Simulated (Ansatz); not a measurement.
**CH$_{2}$, singlet: the ladder up to full CI**

Geometry: displaced at random from a stationary point.

```xyz
3

C     0.0182   -0.0999   -0.0011
H    -0.1467    0.6116   -0.8516
H    -0.0701    0.5792    0.8644
```

Basis cc-pVDZ; Ansatz 0.2.0. Only valence electrons are correlated (noble-gas cores frozen), which leaves 6 electrons in 23 orbitals. Prefix R: restricted or restricted open-shell reference; prefix U: unrestricted. Active spaces: valence = (6e, 6o) chosen from the atoms' valence shells.

Full CI is exact within this basis and frozen core; it isn't the basis-set limit. The frozen core follows each run's orbitals, which can shift R against U totals by a few meV.

```
UHF ⟨S²⟩                          : 0.706
T1 diagnostic (RCCSD)             : 0.0088
largest doubles amplitude (RCCSD) : 0.138
```

```csv
level,E − E(RHF) (eV)
RMP2,-3.0023
RCCSD,-3.7652
RCCSD(T),-3.8442
```

Q: Estimate how far full CI in cc-pVDZ lies from RCCSD(T). The table doesn't fix it; the size of (T) and the diagnostics are the guide.

A: Full CI in cc-pVDZ lies 0.57 kcal/mol below RCCSD(T), which is 31 % of the (T) step (-1.82 kcal/mol). A doubles amplitude is large, RHF is unstable towards spin polarisation, and the rest is a large part of (T).

The other levels:

| level | E − E(full CI) (kcal/mol) | share of correlation (%) | wall time |
| --- | --- | --- | --- |
| UHF† | 77.91 | – | – |
| UMP2† | 16.03 | – | – |
| CISD | 5.74 | 93.57 | 0.87 s |
| UCCSD† | 1.36 | – | – |
| UCCSD(T)† | 0.05 | – | 0.87 s |
| BCCD(T) | 0.57 | 99.36 | 0.18 s |
| RCCSDT | 0.12 | 99.87 | – |
| UCCSDT*† | -0.81 | – | – |
| RCCSDT(Q) | 0.02 | 99.98 | 0.57 s |
| UCCSDT(Q)*† | -1.27 | – | 7 s |
| RCCSDTQ | 0.00 | 100.00 | 4.5 s |
| CASSCF (valence space) | 51.70 | 42.05 | – |
| NEVPT2 (valence space) | 13.16 | 85.25 | 0.24 s |
| MRCISD (valence space) | 1.68 | 98.12 | – |
| MRCISD+Q (valence space) | 0.04 | 99.96 | 0.54 s |

An asterisk marks runs whose energy the program itself flagged as in doubt. A dagger marks rows that describe another state than the reference (another or a broken symmetry, a higher spin or other natural occupations), so the difference isn't the method's error.

The correlation energy at full CI, counted from RHF, is -3.869 eV. That run took 6.5 s on 1 thread of Arm Neoverse V1, shared host over 1,573,121 determinants.

Times hold each run's SCF and search for its determinant on a shared host, so for small cases they say little of a method's own cost; they ran on 1 thread of Arm Neoverse V1. Some runs computed forces too.

Unrestricted levels hold only the spin's projection, and here they fall towards a lower state of higher spin.

The full-CI state has the irrep A' of Cs, in the program's axes.

Natural occupations of full CI about the gap: 1.965 1.956 1.890 0.087 0.029 0.022 0.012 0.008 0.007 0.006; effectively unpaired electrons, Σ n²(2−n)², 0.09.
